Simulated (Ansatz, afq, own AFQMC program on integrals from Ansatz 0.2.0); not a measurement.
Where AFQMC and coupled cluster stand for GeH₂⁺, doublet

```xyz
3

Ge    0.0000   -0.0208    0.0000
H     0.0000    0.7490   -1.3344
H     0.0000    0.7490    1.3344
```

Basis aug-cc-pVDZ. Only valence electrons are correlated. Ansatz 0.2.0 and our own AFQMC program on the same integrals; the CISD trial comes from CCSD amplitudes, and released means the phaseless constraint is let go. Free projection: walkers drawn from exp(T), propagated without any constraint. Its projection time is finite, and what remains of the start isn't in its error. Error bars are statistical, one sigma. No spin–orbit coupling.

Determinant: UHF, the one that the program's search chose, which needn't be the lowest solution. The geometry is a PBE0/def2-TZVP stationary point of this or a neighbouring charge and spin state.

Full CI on the same integrals is exact in this basis and with this determinant's frozen core.

Cautions: no relativity below Rb; no spin-orbit coupling; inner d shell frozen.

```
T1 diagnostic                               : 0.0137
weight of the determinant in the CISD state : 0.944
⟨S²⟩ of the determinant                     : 0.757
size of the correlated space                : 5 electrons in 40 orbitals
```

Reference: full CI, correlation energy -2.268 eV. The released energy is read at 2.40 1/Eh (meV from the phaseless value at times in 1/Eh: -1.5 ± 0.6 at 0.24, -2.3 ± 0.4 at 0.51, -2.8 ± 0.4 at 0.99, -3.5 ± 0.5 at 1.62, -4.4 ± 0.5 at 2.40).

```csv
level,E − E(reference) (kJ/mol),share of correlation (%)
HF,218.8,0.00
MP2,58.7,73.17
CCSD,5.1,97.66
CCSD(T),1.4,99.35
CCSDT,0.1,99.97
CCSDT(Q),0.0,100.00
CCSDTQ,0.0,100.00
ph-AFQMC/HF,2.4 ± 0.9,98.90
ph-AFQMC/CISD,0.4 ± 0.07,99.80
released AFQMC,0.0 ± 0.05,99.99
free AFQMC,0.1 ± 0.05,99.97
```

CCSDT and higher add their correlation energy to the determinant of the CCSD(T) run, since their own runs factorise the integrals more tightly (a shift of under 2 meV). Free projections are given only where their last times agree within the noise and don't stop above the reference; a slow remainder of the start can still hide under it. A walk keeps the symmetry of its determinant, which the program's search chose and which needn't be the lowest solution, so a lower state of the same spin and another symmetry isn't excluded. Released energies are given only where the last usable release times agree within the noise; a slower fall can still hide under it.
